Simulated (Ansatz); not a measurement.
Tetradymite Bi2Te3 was calculated with r²SCAN (plane waves, PAW; Ansatz, a first-principles code).

Numerical settings: plane-wave cutoff 600 eV, 10×10×10 k mesh, scalar-relativistic PAW data made under PBE.

Cell (relaxed at this level):

```
Bi2Te3
1.0
    2.20927     1.27552    10.77783
   -2.20927     1.27552    10.77783
    0.00000    -2.55104    10.77783
Bi Te
2 3
Direct
  0.39681   0.39681   0.39681
  0.60319   0.60319   0.60319
  0.00000   0.00000   0.00000
  0.21712   0.21712   0.21712
  0.78288   0.78288   0.78288
```

Question: Give the computed elastic constant C11, Voigt–Reuss–Hill bulk modulus, Poisson ratio, elastic constant C12, elastic constant C13, elastic constant C33, elastic constant C44 and elastic constant C66.

Answer: 
- elastic constant C11 = 62.0 GPa
- Voigt–Reuss–Hill bulk modulus = 20.4 GPa
- Poisson ratio = 0.229
- elastic constant C12 = 16.4 GPa
- elastic constant C13 = 10.7 GPa
- elastic constant C33 = 18.2 GPa
- elastic constant C44 = 10.4 GPa
- elastic constant C66 = 22.8 GPa

Measured, for comparison: elastic constant C11 68.5 GPa, elastic constant C12 21.8 GPa, elastic constant C13 27.0 GPa, elastic constant C33 47.7 GPa, elastic constant C44 27.4 GPa, elastic constant C66 23.4 GPa (temperature not stated, not corrected to a static lattice; as tabulated in Oses et al. (2018), arXiv:1811.08464). Computed (rounded) less measured: elastic constant C11 -9 %, elastic constant C12 -25 %, elastic constant C13 -60 %, elastic constant C33 -62 %, elastic constant C44 -62 %, elastic constant C66 -3 %.

Note: the cell comes from a level without a dispersion term, which matters for the spacing of layers, chains or molecules.

Elastic constants are with the ions relaxed.

Spin–orbit coupling is not included; it can shift volumes and moduli of such heavy elements.
